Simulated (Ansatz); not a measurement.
# SiS+ (doublet): wave-function methods side by side, def2-QZVPP

The task here is to estimate one member of a computed series from the others.

Method: def2-QZVPP, core rule «outside noble gas», up to 10 orbitals frozen; program: Ansatz 0.2.0, Gaussian basis.

The runs, in order: UHF; ROHF; CCSD(T) on UHF.

## What is computed

The geometry is a PBE0/def2-TZVP stationary point (not a proven minimum) of the parent state, kept for this charge and spin.

2 atoms, charge 1, spin multiplicity 2.

Atoms are counted from 1 here; the program's logs count them from 0.

Bond lengths: Si1–S2 2.145 Å.

As a file:

```csv
atom,x (Å),y (Å),z (Å)
Si1,0.00000,0.00000,0.00000
S2,0.00000,0.00000,2.14480
```

Set-up of the first run:

Contents of in.yaml:

```yaml
crystal:
  periodic: [false, false, false]
  atoms:
    - {symbol: Si, position_ang: [0.000000, 0.000000, 0.000000]}
    - {symbol: S, position_ang: [0.000000, 0.000000, 2.144800]}
basis:
  gaussian: {orbitals: "def2-QZVPP.json"}
total_charge: 1
magnetization: {spin_polarized: true, initial_magnetization: 1}
hamiltonian: {xc: hf}
output: {orbitals: {seedname: orbitals}}
```

Run with:

```bash
> ansatz run in.yaml --threads 1 --pin off --events-out ev --progress --plain --max-ram 2393MiB
```

Among the steps run: UHF; ROHF; CCSD(T) on UHF.

One table of the session follows, with a row left open; its other results are not shown here.

It belongs to the step «Misses and costs». 

| method | from UCCSD(T) (meV) |
| --- | --- |
| ROHF | ? |
| UHF | +7350.2 |
| UMP2 | +1207.0 |
| UCCSD | +390.8 |
| UCCSD(T) | 0 |

Estimate the missing values for ROHF.

The run gave: from UCCSD(T) (meV): +7491.4. In the column «from UCCSD(T) (meV)» it is the highest.
